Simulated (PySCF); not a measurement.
**CH2N2O, a complex of two parts: interaction energy**

An exercise on one series of results from a longer session: the logs are not shown, and one member is left open.

Programs: PySCF 2.14.0. All values are calculated, for the isolated system unless a continuum is named. Atoms count from 0, parts from 1.

## The system as given

6 atoms, charge 0, multiplicity 1; geometry: GFN2-xTB. Parts: 1 = atoms 0–3, `C=O`, charge 0; 2 = atoms 4–5, `N#N`, charge 0.

Set-up of the first run:

What the job is given:

```
{"job": {"xc": "PBE0", "basis": "def2-SVPD", "d3": "d3bj", "grid": 2, "kind": "geom"}, "charge": 0, "multiplicity": 1, "parts": [{"atoms": "0-3", "charge": 0, "multiplicity": 1}, {"atoms": "4-5", "charge": 0, "multiplicity": 1}]}
C      0.044975     0.074094    -0.081733
O      0.929537    -0.530859    -0.610544
H     -0.899273    -0.401019     0.231885
H      0.118169     1.146642     0.162713
N     -0.971271     0.557945    -3.199916
N     -1.154962     0.752262    -2.134912
```

Command:

```
> OMP_NUM_THREADS=1 python cluster_run.py task.json out
```

The driver reads the jobs from task.json and runs them one after another.

Among the steps run: Relaxing the molecule at PBE0-D3(BJ)/def2-SVPD; Coupled-cluster interaction energy: CCSD(T) and MP2.

One of the session's tables, all rows but one given; the rest of the session is left out.

It belongs to the step «Coupled-cluster interaction energy: CCSD(T) and MP2». 

```
                 method  interaction energy (kcal/mol)
         HF/aug-cc-pVDZ                           0.24
        MP2/aug-cc-pVDZ                              ?
       CCSD/aug-cc-pVDZ                          -0.44
    CCSD(T)/aug-cc-pVDZ                          -0.57
         HF/aug-cc-pVTZ                           0.23
        MP2/aug-cc-pVTZ                          -0.82
    SCS-MP2/aug-cc-pVTZ                          -0.58
      MP2, extrapolated                          -0.86
CCSD(T), limit estimate                          -0.71
```

Q: Estimate the row for MP2/aug-cc-pVDZ from the others.

As computed: interaction energy (kcal/mol): -0.72. In the column «interaction energy (kcal/mol)» it lies between MP2/aug-cc-pVTZ (-0.82) and CCSD(T), limit estimate (-0.71).
